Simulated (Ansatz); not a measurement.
Relaxation of CH₅BO (8 atoms, charge 0, multiplicity 1), to a largest force component of 0.02 eV/Å in at most 40 steps.

Method: Ansatz, RKS PBE/def2-SVPD.

```xyz
8
Properties=species:S:1:pos:R:3
B 0.000 0.000 0.000
H 0.000 0.000 1.190
O 1.221 0.000 -0.705
H 1.521 -0.952 -0.860
C -1.386 0.000 -0.800
H -1.946 -0.930 -0.571
H -1.990 0.880 -0.495
H -1.184 0.051 -1.890
```

**Question.** Where does it end, and by what steps?

**Answer.** It converged. The force dipped under the threshold on the way, but the program's further checks kept it going. After 13 steps the energy has fallen by 0.764 eV; H4 moved furthest, 0.76 Å.

```tsv
step	energy less start (eV)	largest force component (eV/Å)	accepted
0	0.0000	1.829	yes
1	-0.0917	1.224	yes
2	-0.2270	1.379	yes
3	-0.4028	1.956	yes
4	-0.5934	1.095	yes
5	-0.6627	1.722	yes
6	-0.7447	0.483	yes
7	-0.7604	0.110	yes
8	-0.7603	0.148	no
9	-0.7627	0.031	yes
10	-0.7640	0.009	yes
11	-0.7642	0.053	yes
12	-0.7643	0.043	yes
13	-0.7645	0.003	yes
```

```xyz
8
Properties=species:S:1:pos:R:3
B -0.032 -0.191 -0.138
H 0.097 -0.239 1.077
O 1.082 -0.335 -0.921
H 1.897 -0.466 -0.409
C -1.423 0.027 -0.824
H -2.132 -0.771 -0.517
H -1.883 0.973 -0.469
H -1.370 0.049 -1.930
```

Time of the run: 20 s on 2 threads of Arm Neoverse V1, on a shared host, peak memory 0.16 GiB.
